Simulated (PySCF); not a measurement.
Simulated outer-valence photoelectron spectrum of `C=C(F)NC=O`. Method: EOM-IP-CCSD/aug-cc-pVDZ in PySCF, restricted Hartree–Fock reference, frozen core, non-relativistic, gas phase, PBE0-D3(BJ)/def2-SVP geometry.

Each root has a Gaussian of 0.4 eV full width with its one-hole share as area; cross sections and vibrations are left out, and the highest printed point is 100.

```json
{"ionisation energy (eV)": "8.8", "intensity": "2"}
{"ionisation energy (eV)": "9.0", "intensity": "22"}
{"ionisation energy (eV)": "9.2", "intensity": "62"}
{"ionisation energy (eV)": "9.4", "intensity": "43"}
{"ionisation energy (eV)": "9.6", "intensity": "8"}
{"ionisation energy (eV)": "9.8", "intensity": "0"}
{"ionisation energy (eV)": "10.0", "intensity": "0"}
{"ionisation energy (eV)": "10.2", "intensity": "7"}
{"ionisation energy (eV)": "10.4", "intensity": "42"}
{"ionisation energy (eV)": "10.6", "intensity": "61"}
{"ionisation energy (eV)": "10.8", "intensity": "22"}
{"ionisation energy (eV)": "11.0", "intensity": "2"}
{"ionisation energy (eV)": "11.2", "intensity": "0"}
{"ionisation energy (eV)": "11.4", "intensity": "0"}
{"ionisation energy (eV)": "11.6", "intensity": "7"}
{"ionisation energy (eV)": "11.8", "intensity": "41"}
{"ionisation energy (eV)": "12.0", "intensity": "61"}
{"ionisation energy (eV)": "12.2", "intensity": "23"}
{"ionisation energy (eV)": "12.4", "intensity": "2"}
{"ionisation energy (eV)": "12.6", "intensity": "0"}
{"ionisation energy (eV)": "12.8", "intensity": "0"}
{"ionisation energy (eV)": "13.0", "intensity": "0"}
{"ionisation energy (eV)": "13.2", "intensity": "0"}
{"ionisation energy (eV)": "13.4", "intensity": "0"}
{"ionisation energy (eV)": "13.6", "intensity": "0"}
{"ionisation energy (eV)": "13.8", "intensity": "0"}
{"ionisation energy (eV)": "14.0", "intensity": "8"}
{"ionisation energy (eV)": "14.2", "intensity": "46"}
{"ionisation energy (eV)": "14.4", "intensity": "85"}
{"ionisation energy (eV)": "14.6", "intensity": "100"}
{"ionisation energy (eV)": "14.8", "intensity": "99"}
{"ionisation energy (eV)": "15.0", "intensity": "53"}
{"ionisation energy (eV)": "15.2", "intensity": "19"}
{"ionisation energy (eV)": "15.4", "intensity": "47"}
{"ionisation energy (eV)": "15.6", "intensity": "58"}
{"ionisation energy (eV)": "15.8", "intensity": "18"}
{"ionisation energy (eV)": "16.0", "intensity": "2"}
{"ionisation energy (eV)": "16.2", "intensity": "6"}
{"ionisation energy (eV)": "16.4", "intensity": "37"}
{"ionisation energy (eV)": "16.6", "intensity": "63"}
{"ionisation energy (eV)": "16.8", "intensity": "26"}
{"ionisation energy (eV)": "17.0", "intensity": "3"}
```

Where are the maxima, and how many lines lie under the curve?

6 maxima, at 9.3, 10.6, 12.0, 14.7, 15.5 and 16.6 eV, from 8 lines. At this width some lines have no maximum of their own.

List the lines with their holes.

```
E (eV)  leading hole (HF orbital)  area  Koopmans (eV)
  9.25                       HOMO  0.96           9.55
 10.55                     HOMO-1  0.94          12.43
 11.96                     HOMO-2  0.94          13.14
 14.35                     HOMO-3  0.95          15.67
 14.64                     HOMO-4  0.95          16.47
 14.87                     HOMO-5  0.90          16.52
 15.53                     HOMO-6  0.94          17.64
 16.57                     HOMO-7  0.94          18.70
```

The widest gap, 2.39 eV, lies between 11.96 and 14.35 eV. Only orbitals with −ε under 21 eV, eight at most, were ionised, so the high end of the curve may lack lines.

The values belong to the conformer `[CH2:1]=[C:2]([F:3])[NH:4][CH:5]=[O:6]`: C1–C2–N4–C5 1°, C2–N4–C5–O6 0°.
